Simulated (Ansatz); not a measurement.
# A barrier at the coupled-cluster level

Start structure (CH₆NO, doublet), relaxed at PBE0-D4/def2-TZVP:

```xyz
9
angstrom
H -0.1249 0.5707 -1.1727
N 0.7211 1.1308 -1.1348
O -1.4276 -0.7317 0.2262
C -0.4557 -0.9271 1.1522
H 0.4437 2.0999 -1.2313
H 1.2745 0.8993 -1.9505
H 0.3094 -0.1361 1.0840
H -0.8294 -1.0625 2.1756
H 0.0889 -1.8433 0.8511
```

The step: CH₃O ([CH3][O]) + NH₃ → CH₄O ([CH3][OH]) + NH₂; bonds formed: H1–O3; bonds broken: H1–N2. Ansatz 0.2.0; basis: def2-TZVPP and def2-QZVPP; cores frozen in the correlated methods; orbitals are unrestricted. Extrapolation: Hartree–Fock as exp(−7.88 √X), correlation as X^−2.97. Energies below are by CCSD(T) at an estimated basis limit (MP2 extrapolated from triple and quadruple zeta, plus CCSD(T) − MP2 in triple zeta).

(1) What are the electronic barrier and the energy of the step, from the start structure to the end structure? (Judge from chemistry; the value comes from the calculation.)

T1 diagnostic: at most 0.024. ⟨S²⟩ of the unrestricted Hartree–Fock references: 0.76 to 0.79 (a pure state has 0.75).

Results:

(1) The calculation gives: Barrier 14.10 kcal/mol; step energy -0.24 kcal/mol (downhill); reverse barrier, their difference, 14.34 kcal/mol. Barrier and step energy count from the start structure, the reverse barrier from the end structure.

The saddle point: One imaginary mode of 1605i cm⁻¹.
```
 pair  start (Å)  saddle (Å)  end (Å)
H1–O3       2.31        1.17     0.97
H1–N2       1.02        1.23     1.97
```

Zero-point energy (harmonic, PBE0-D4): ZPE is 45.33 kcal/mol at the start and 43.85 kcal/mol at the saddle, so the barrier goes from 14.10 to 12.63 kcal/mol.

Labels in which every atom is bracketed show which atoms are joined, not bond orders.

For scale, one of the runs: CCSD(T)/def2-TZVPP, 177 basis functions (an equivalent command: `ansatz run in.yaml --threads 4`). Hardware: 4 CPU threads, shared host. Wall time 110 s; peak host memory 4.4 GiB.
